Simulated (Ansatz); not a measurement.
`C=C=C(C)F` + HCl → `C=C=C(F)Cl` + CH₄ at 400 K and 1 bar (substitution at a C–C bond).

Gas-phase electronic energies from Ansatz, PBE0-D4/def2-TZVP geometries. CCSD(T)/CBS adds triple-zeta CCSD(T) − MP2 to the extrapolated MP2 energy (def2 sets, frozen cores). This one scheme is used for every species.

| species | CCSD(T)/CBS energy (Eh) | H − E (kJ/mol) | S (J/(mol·K)) |
| --- | --- | --- | --- |
| `C=C=C(C)F` | -254.93710 | 228.8 | 337.6 |
| HCl | -460.38127 | 29.6 | 195.4 |
| `C=C=C(F)Cl` | -674.83932 | 128.9 | 332.9 |
| CH₄ | -40.46206 | 131.3 | 197.2 |

H − E and S are ideal-gas, rigid-rotor, harmonic terms from PBE0-D4/def2-TZVP. 1 Eh = 2625.50 kJ/mol, R = 8.31446 J/(mol·K).

**Question.** By hand: ΔE, ΔH, ΔS and ΔG.

**Answer.** ΔE = (-674.83932) + (-40.46206) − (-254.93710) − (-460.38127) = 0.01699 Eh = 44.6 kJ/mol. Δ(H − E) = 128.9 + 131.3 − 228.8 − 29.6 = 1.8, so ΔH = 46.4 kJ/mol. ΔS = 332.9 + 197.2 − 337.6 − 195.4 = -2.9 J/(mol·K). ΔG = 46.4 − 400 × (-2.9)/1000 = 47.6 kJ/mol.

**Question.** By hand: the equilibrium constant, and the temperature at which ΔG would vanish if ΔH and ΔS stayed fixed.

**Answer.** log₁₀ K = −ΔG/(RT ln 10) = -6.2. ΔH and −TΔS have one sign here, so there is no such temperature. One of them is within its doubt of zero, so this could turn.

The number of gas molecules stays the same, so ΔS is small and ΔH decides. A doubt of 5 kJ/mol in ΔE shifts log₁₀ K by 0.7 here. These are equilibria of isolated gas molecules and say nothing of rates. Largest T1 diagnostic: 0.013 (customary marks: 0.02 for closed shells, 0.045 for open ones).
